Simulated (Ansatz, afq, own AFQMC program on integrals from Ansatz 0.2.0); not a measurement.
Integrals from Ansatz 0.2.0, then the random walk in our own AFQMC program (afq).

```yaml
crystal:
  periodic: [false, false, false]
  atoms:
    - {symbol: Zr, position_ang: [0.000000, 0.000000, 0.000000]}
    - {symbol: C, position_ang: [0.000000, 0.000000, 1.754600]}
basis:
  gaussian: {orbitals: def2-SVP}
total_charge: 1
magnetization: {spin_polarized: false, initial_magnetization: 1}
correlation: {method: ccsd_t, electrons: outside_noble_gas, hamiltonian_folder: ham}
```

```sh
$ ansatz run in.yaml --threads 1 --pin off --events-out ev --progress --plain --max-ram 1843MiB
```

Options of the walk:

```
--method phaseless --trial hf --walkers 120 --populations 1 --least-time 40 --time-step 0.005 --steps-per-block 20 --equilibration-blocks 160 --max-blocks 600 --target-error 0.0009600 --factor-cut 1e-05 --start spin_pure --seed 5263 --taylor-order 6
```

Times are imaginary, in 1/Eh. The walk had a cap of 1149 s. Core potentials past Kr, no spin–orbit coupling.

Output of the walk:

```
orbitals 40  electrons 4 3  factors 338 of 474
reference energy -83.90833254 Eh
CCSD correlation -0.20382497 Eh in 16 cycles, weight of the determinant in the CISD state 0.8599
energy of the start -83.908352 Eh
 block  time / (1/Eh)  mean weight  energy / Eh
     1     0.100  1.0002  -83.942585
     2     0.200  1.0019  -83.970037
     3     0.300  1.0009  -84.001968
     4     0.400  1.0006  -84.008855
     5     0.500  1.0007  -84.015628
     9     0.900  1.0013  -84.066579
    58     5.800  1.0021  -84.190259
   134    13.400  1.0017  -84.128325
   210    21.000  0.9985  -84.135448
   286    28.600  1.0010  -84.095563
   362    36.200  1.0001  -84.193286
   438    43.800  0.9983  -84.194126
   514    51.400  1.0006  -84.078092
   533    53.300  0.9985  -84.042250
   590    59.000  0.9979  -84.207193
   666    66.600  1.0024  -84.096804
   742    74.200  0.9996  -84.142022
blocks merged  error / Eh  count
     1  0.001365  600
     2  0.001810  300
     4  0.002376  150
     8  0.002980  75
    16  0.003613  37
    32  0.004138  18
    64  0.005290  9
energy -84.126177 +/- 0.004138 Eh
(rows thinned)
```

The run failed at least one of its tests; the cautions name the faults.

Against this walk (error 112.6 meV) on the same determinant: CCSD(T) 37.1 meV higher (within the noise), CCSDT(Q) 29.8 meV lower (within the noise). The error is statistical and leaves out the bias of the constraint. None of these is a sure reference here.

Cautions: constraint bias not in the error; error above the target (112.6 against 26.1 meV); no spin-orbit coupling; outer-core shells of the metal frozen; a spin-contaminated unrestricted determinant lies lower (UHF 426 meV lower, ⟨S²⟩ 1.32); raised T1 diagnostic (T1 0.046, weight of the determinant 0.86, largest double 0.08); (T) is large, 6 % of the CCSD correlation; the bias of populations of 120 walkers isn't removed.

The walk took 5.4 min on 1 thread of Arm Neoverse V1, on a shared host. The log's last line is the phaseless energy.

CCSDT and higher add their correlation energy to the determinant of the CCSD(T) run, since their own runs factorise the integrals more tightly (a shift of under 2 meV). A walk keeps the symmetry of its determinant, which the program's search chose and which needn't be the lowest solution, so a lower state of the same spin and another symmetry isn't excluded.
